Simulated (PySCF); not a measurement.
Species: C5H9N.
InChI=1S/C5H9N/c1-5(2,3)4-6/h1-3H3

The closed-shell ground state was solved at several levels (PySCF, density fitting, gas phase, non-relativistic). Geometry: PBE0-D3(BJ)/def2-TZVP; no solvent, vibrations or thermal averaging.

```json
{"level": "KT3/pcSseg-2", "basis functions": "342", "total energy (Eh)": "-254.8124", "HOMO (eV)": "-7.87", "LUMO (eV)": "-0.60", "gap (eV)": "7.27", "dipole (D)": "4.04"}
{"level": "wB97X-D/pcSseg-2", "basis functions": "342", "total energy (Eh)": "-250.7024", "HOMO (eV)": "-11.10", "LUMO (eV)": "1.91", "gap (eV)": "13.01", "dipole (D)": "4.19"}
{"level": "B97-2/pcSseg-2", "basis functions": "342", "total energy (Eh)": "-250.6941", "HOMO (eV)": "-8.92", "LUMO (eV)": "0.29", "gap (eV)": "9.21", "dipole (D)": "4.16"}
```

(1) What might PBE0/pcSseg-2 (342 basis functions) give for the same quantities?

(2) Over all these levels, which gives the widest orbital gap and which the narrowest?

(3) In the pcSseg-2 basis, how does the gap go with the fixed share of exact exchange?

(4) How far do the dipole and the HOMO energy spread over the levels?

Results:

(1) Total energy -250.4789 Eh, HOMO -9.20 eV, LUMO 0.25 eV, gap 9.45 eV, dipole 4.17 D.

(2) wB97X-D/pcSseg-2 (range-separated hybrid) has the widest, 13.01 eV, and KT3/pcSseg-2 (GGA) the narrowest, 7.27 eV. From the narrowest to the widest the HOMO moves by -3.23 eV and the LUMO by +2.51 eV.

(3) KT3 (0 %) 7.27 eV; B97-2 (21 %) 9.21 eV; PBE0 (25 %) 9.45 eV. Each rise in the share widens the gap here.

(4) The dipole runs from 4.04 to 4.19 D (mean 4.14 D) and the HOMO from -11.10 to -7.87 eV.

Note: wB97X-D ran without an empirical dispersion term, which enters the total energy and its gradient alone.
